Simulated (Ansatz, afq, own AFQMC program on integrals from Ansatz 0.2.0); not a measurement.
# B2H2, triplet → B$_{2}$H$_{2}$, quintet

```xyz
4

B     0.0000    0.0000    0.6756
B     0.0000    0.0000   -0.9095
H     0.0000    1.0479    1.2540
H     0.0000   -1.0479    1.2540
```

Connectivity, by distances: BH2–B.

E(quintet, charge +0) − E(triplet, charge +0) at this geometry, on UHF and UHF determinants.

Basis cc-pVDZ. Noble-gas cores (and the filled d shells of Ga–Kr and In–Xe) are frozen. Integrals, coupled cluster, full CI and functionals: Ansatz 0.2.0; the random walks run on the same integrals in our own AFQMC program. The CISD trial takes its coefficients from CCSD amplitudes. Released means that phaseless walkers are propagated on without the constraint, phases kept. Error bars are statistical, one sigma. The errors of all members are added in quadrature.

No full CI on the walks' own integrals is used here; CCSDT(Q) serves as the reference and is uncertain by about the last step of the cluster series. Each member takes its own surest rung, up to full CI.

Errors are counted within cc-pVDZ, not against nature.

Cautions: B₂H₂ (quintet): another spin lies lower, the released energies are still falling, so no released level is given (meV from the phaseless value at times in 1/Eh: -0.9 ± 1.8 at 0.24, -4.6 ± 1.0 at 0.51, -6.9 ± 1.0 at 0.99, -10.7 ± 1.9 at 1.62, -11.4 ± 1.7 at 2.40), though the last usable value meets CCSDT(Q) within the noise; the upper state may be diffuse, so the gap hangs on the basis.

| level | vertical spin gap (eV) |
| --- | --- |
| MP2 | 4.829 |
| CCSD | 4.929 |

Problem. From these cheaper values, estimate the vertical spin gap at the reference level in cc-pVDZ.

Solution. 4.977 eV (CCSDT(Q) in cc-pVDZ).

```tsv
level	vertical spin gap (eV)	error against CCSDT(Q) (eV)
HF	4.201	-0.776
CCSD(T)	4.967	-0.009
CCSDT	4.974	-0.003
ph-AFQMC/CISD	4.973 ± 0.003	-0.003 ± 0.003
```

Correlation beyond CCSD(T) adds 0.009 eV. The perturbative (T) step is worth +0.038 eV.

A walk keeps the symmetry of its determinant, which the program's search chose and which needn't be the lowest solution, so a lower state of the same spin and another symmetry isn't excluded.
